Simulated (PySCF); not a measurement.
## Telling isomers of C6H4O2 apart by NMR

PySCF 2.14 calculation with J couplings at B3LYP/pcJ-1 (spin–dipole term left out of most H,H and C,H couplings), shieldings: GIAO PBE0/pcSseg-1 and coordinates at the PBE0-D3(BJ)/def2-SVP level; single conformer, equivalent nuclei averaged, gas phase, no relativistic terms.

Chemical shifts δ = σref − σ; 1H (σref 31.27) and 13C (σref 184.41) vs TMS, all at this level. Multiplet labels drop J under 1 Hz and among equivalent protons, and merge close values. Unscaled 3J(H,H) run several per cent high. Shifts are as computed. Against solution values, carbons near 30 ppm lie about +2 ppm off and those near 130 ppm about +5 ppm. Of 1309 compounds with measured shifts, 239 miss one by over three times the rms of a fit or turn the order of signals round; such compounds aren't used in these exercises.

(1) Tabulate the signals of `O=C1C=CC(=O)C=C1`, `O=C1C=CC=CC1=O` and their relative energies.

(2) What is the quickest way to tell O=C1C=CC(=O)C=C1 from O=C1C=CC=CC1=O?

Results:

(1) 
```tsv
SMILES	carbon types	δC	δH	E rel. (kcal/mol)
O=C1C=CC(=O)C=C1	2×C 4×CH	191.6, 141.8	6.67 (s, 4H)	0.0
O=C1C=CC=CC1=O	2×C 4×CH	181.6, 144.1, 137.3	6.84 (m, 2H), 6.20 (m, 2H)	7.2
```

Energies are electronic energies at PBE0/pcSseg-1 on these geometries, without zero-point or thermal terms, each for the one conformer computed, which needn't be the lowest.

(2) Count the carbon signals: 2 against 3. The first has a ketone carbonyl carbon (C) at 191.6 ppm, the second a ketone carbonyl carbon (C) at 181.6 ppm.
